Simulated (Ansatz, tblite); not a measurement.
**The cluster Cu2F+: one state, many levels**

How do method and basis change the picture of the cluster Cu2F+ (singlet)?

The runs use Ansatz 0.2.0, Gaussian basis; as each input shows.

Plan: GFN1-xTB, GFN2-xTB, PBE-D4/def2-TZVP, r2SCAN-D4/def2-TZVP, BHLYP-D4/def2-TZVP, B3LYP-D4/def2-TZVP, B2PLYP/def2-TZVP, ωB97M-V/def2-TZVP, revPBE-D4/def2-TZVP, PBE+5HF/def2-TZVP, PBE+10HF/def2-TZVP, PBE+15HF/def2-TZVP, PBE+35HF/def2-TZVP, PBE+50HF/def2-TZVP, PBE-D4/def2-SVP, PBE0-D4/def2-SVP, HF/STO-3G, HF/6-31G, B3LYP-D4/6-31G, CCSD(T)/def2-TZVPP, MP2/def2-TZVP, RPA/def2-TZVP.

1 further run of the same task is left out (set aside as unsound or not needed). Runs told in other sessions of the task aren't counted.

### 1 The geometry

The singlet was relaxed beforehand with PBE-D4/def2-TZVP. At that level it is the lowest of the isomers that a small search found.

3 atoms, charge 1, spin multiplicity 1.

Bond lengths: Cu1–F3 1.868 Å, Cu2–F3 1.868 Å. Angles: Cu1–F3–Cu2 179.4°.

No spin-orbit coupling is included. The ion is computed in the gas phase, without counter-ions or solvent.

PBE0-D4/def2-TZVP was run before; its log isn't repeated, and its numbers join the tables.

### 2 GFN1-xTB

Tight binding, by tblite at 300 K electronic temperature and without a spin-polarisation term:

```python
tblite.interface.Calculator('GFN1-xTB', numbers, positions, charge=1, uhf=0).singlepoint()
```

Energy -371.3033 eV, HOMO -16.12 eV, LUMO -13.57 eV; 0.003 s.

### 3 GFN2-xTB

Tight binding, by tblite at 300 K electronic temperature and without a spin-polarisation term:

```python
tblite.interface.Calculator('GFN2-xTB', numbers, positions, charge=1, uhf=0).singlepoint()
```

Energy -329.5030 eV, HOMO -15.39 eV, LUMO -10.20 eV; 0.003 s.

### 4 PBE-D4/def2-TZVP

start.molden holds the orbitals of an earlier run on this state, given as this run's starting guess.

File in.yaml:

```yaml
crystal:
  periodic: [false, false, false]
  atoms:
    - {symbol: Cu, position_ang: [0.538358, 1.483446, -0.999335]}
    - {symbol: Cu, position_ang: [-0.544867, -1.482075, 0.997754]}
    - {symbol: F, position_ang: [0.006498, -0.001372, 0.001571]}
basis:
  gaussian: {orbitals: def2-TZVP, initial_orbitals: start.molden}
total_charge: 1
hamiltonian: {xc: pbe, dispersion: d4}
scf: {omitted_lower_state_checks: [starts]}
output: {orbitals: {seedname: orbitals}}
```

The run is started by

```bash
$ ansatz run in.yaml --threads 4 --pin off --events-out ev --progress --plain --max-ram 3916MiB
```

The runs that follow: r2SCAN-D4/def2-TZVP; BHLYP-D4/def2-TZVP; B3LYP-D4/def2-TZVP; B2PLYP/def2-TZVP; ωB97M-V/def2-TZVP; revPBE-D4/def2-TZVP; PBE+5HF/def2-TZVP; PBE+10HF/def2-TZVP; PBE+15HF/def2-TZVP; PBE+35HF/def2-TZVP; PBE+50HF/def2-TZVP; PBE-D4/def2-SVP; PBE0-D4/def2-SVP; HF/STO-3G; HF/6-31G; B3LYP-D4/6-31G; CCSD(T)/def2-TZVPP; MP2/def2-TZVP; RPA/def2-TZVP.

**Question.** What will the summary of the whole plan be? Wanted: gap in def2-TZVP, named functionals, smallest and largest; gap over the share of exact exchange; correlation energy, CCSD(T)/def2-TZVPP; correlation energy, MP2/def2-TZVP; PBE0 total energy, smallest basis above largest.

The runs gave:

```
                                                 quantity                                value
gap in def2-TZVP, named functionals, smallest and largest  1.79 eV (PBE-D4), 9.32 eV (ωB97M-V)
                     gap over the share of exact exchange         1.79 eV at 0, 7.91 eV at 0.5
                   correlation energy, CCSD(T)/def2-TZVPP                            -30.50 eV
                        correlation energy, MP2/def2-TZVP                            -28.73 eV
          PBE0 total energy, smallest basis above largest       16.36 eV (def2-SVP, def2-TZVP)
```

Orbital gaps of the named functionals in def2-TZVP span 1.79 eV (PBE-D4) to 9.32 eV (ωB97M-V); exact exchange widens it. Raising the share of exact exchange from 0 to 0.5 moves the HOMO by -3.52 eV and the LUMO by +2.61 eV.
